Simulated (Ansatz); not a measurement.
Strength of the C–C bond: C2H3O → CH3 + CO

Species: C2H3O (acetyl radical) `C[C]=O`, doublet; CH3 (methyl radical) `[CH3]`, doublet; CO (carbon monoxide), singlet. 

Shapes, held fixed at every level: PBE0-D4/def2-TZVP. Programs: Ansatz 0.2.0. The zero-point and thermal change to 298 K, harmonic and unscaled (PBE0-D4/def2-TZVP), is -15.7 kJ/mol.

Estimate the reaction enthalpy at 298 K.

From tabulated heats of formation (Active Thermochemical Tables), ΔH(298 K) = +45.6 kJ/mol. Nearest: CCSD(T)/CBS estimate (-1.8); farthest: B3LYP/6-31G* (spherical functions) (+23.5). 3 of 8 levels lie within 10 kJ/mol. Open shells run unrestricted unless RO is named. The CBS estimate extrapolates MP2 from def2-TZVPP and def2-QZVPP and adds CCSD(T) − MP2 in the triple-zeta set, cores frozen.

| level | kind | ΔH (kJ/mol) | computed − measured |
| --- | --- | --- | --- |
| B3LYP/6-31G* (spherical functions) | global hybrid | +69.1 | +23.5 |
| r2SCAN0-D4/def2-TZVPP | global hybrid | +65.5 | +19.9 |
| wB97X-V/def2-TZVPP | range-separated hybrid | +63.3 | +17.6 |
| B2PLYP/def2-TZVPP | double hybrid | +49.6 | +4.0 |
| MP2/def2-SVP | perturbation theory | +41.8 | -3.9 |
| CCSD/def2-SVP | coupled cluster or CI | +29.6 | -16.0 |
| CCSD/def2-TZVPP | coupled cluster or CI | +29.2 | -16.5 |
| CCSD(T)/CBS estimate | coupled cluster or CI | +43.8 | -1.8 |
